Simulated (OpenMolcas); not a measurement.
How basis sets differ on CH2BCl (SMILES B[C]Cl)

The species is CH2BCl (5 atoms), meant as a triplet with charge 0. SMILES: `B[C]Cl`. The coordinates come from a GFN2-xTB relaxation.

Each level gives the dipole moment (D). The values are calculated.

| level | kind | program | value (D) |
| --- | --- | --- | --- |
| UHF/STO-3G | Hartree–Fock | OpenMolcas | 0.83 |
| UHF/3-21G | Hartree–Fock | OpenMolcas | 0.52 |
| UHF/ANO-XS-VDZ (DKH2) | Hartree–Fock | OpenMolcas | 0.51 |
| UHF/def2-SVP | Hartree–Fock | OpenMolcas | 0.09 |

The values span 0.09 to 0.83 D. Magnitudes only: a small dipole may point the other way at some levels. Sets without polarisation functions give poor dipoles.
